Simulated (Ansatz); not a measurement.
Ansatz (a program for electronic structure) input:

Ansatz 0.2 input:
```yaml
crystal:
  periodic: [false, false, false]
  atoms:
    - {symbol: Li, position_ang: [-0.00000000, -0.00000000, -0.42396811]}
    - {symbol: H, position_ang: [0.00000000, 0.00000000, 1.27190434]}
basis:
  gaussian:
    orbitals: def2-SVPD
total_charge: -1
magnetization: {spin_polarized: true, initial_magnetization: 1}
correlation: {method: ccsd_t, electrons: outside_noble_gas}
output: {forces: true}
```

### Question
What final total energy does it print?

### Answer
-8.01889 Eh (CCSD(T)/def2-SVPD). The basis has 20 functions.
